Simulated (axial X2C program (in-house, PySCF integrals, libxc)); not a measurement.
Working with the constants of MgH

A bond curve at the CCSD(T) level, 2c, was computed with an in-house relativistic program for diatomic molecules (basis Mg dyall-cv3z [9s8p6d3f], H dyall-v3z [6s2p1d] (cores contracted in-house)) for the state Ω = 1/2 (⟨Sz⟩ = 0.50, ⟨Lz⟩ = 0.00 at HF). Its fit gives Re = 1.7391 Å, ωe = 1489.3 cm⁻¹, ωexe = 30 cm⁻¹ and αe = 1.709e-01 cm⁻¹; the masses are 23.9850 and 1.0078 u. Two-component means X2C with spin–orbit coupling and atomic mean-field Coulomb and Gaunt terms.

Correlated methods: 3 electrons correlated (number of frozen shells: Mg 2 s, 1 p; H none), 175 virtual spin orbitals or spinors in MP2, 46 natural virtuals in coupled cluster.

(1) Find the reduced mass, Be and the force constant.

(2) Where do the fundamental and the first overtone lie?

(3) Scale the constants to the deuteride (D 2.0141 u) within the Born–Oppenheimer picture.

(4) Estimate De from a Morse curve and compare with the computed well depth of 1.399 eV to Mg + H.

(5) A Morse curve ties αe to the other constants (Pekeris). How well does that hold?

One determinant describes the state; a PBE0 search over occupations chose it and may have missed a lower one. Dissociation energies refer to the lowest single-determinant-based atoms at the same level and basis. CCSD and (T) use frozen natural virtuals with an MP2 correction for the truncation; (T) itself is uncorrected, so its De runs slightly low.

Answers

(1) From the CCSD(T) values: μ = 0.9672 u. Be = 16.8576/(μ Re²) = 5.763 cm⁻¹. k = 5.8918×10⁻⁷ μ ωe² = 1.26 mdyn/Å.

(2) ν(1←0) = ωe − 2ωexe = 1429.3 cm⁻¹; ν(2←0) = 2ωe − 6ωexe = 2798.6 cm⁻¹.

(3) ρ = √(μH/μD) = 0.7215; ωe = 1074.5, ωexe = 15.6, Be = 3 cm⁻¹; the zero-point energy falls by 204 cm⁻¹.

(4) De(Morse) = ωe²/(4ωexe) = 2.292 eV against 1.399 eV computed, a ratio of 1.64. The extrapolation overshoots: the well softens faster than a Morse curve, or the lowest atomic limit lies below the one to which the curve heads.

(5) αe(Morse) = 6Be²/ωe × (√(ωexe/Be) − 1) = 1.715e-01 cm⁻¹; the CCSD(T) curve gives 1.709e-01 cm⁻¹, a ratio of 1.00.
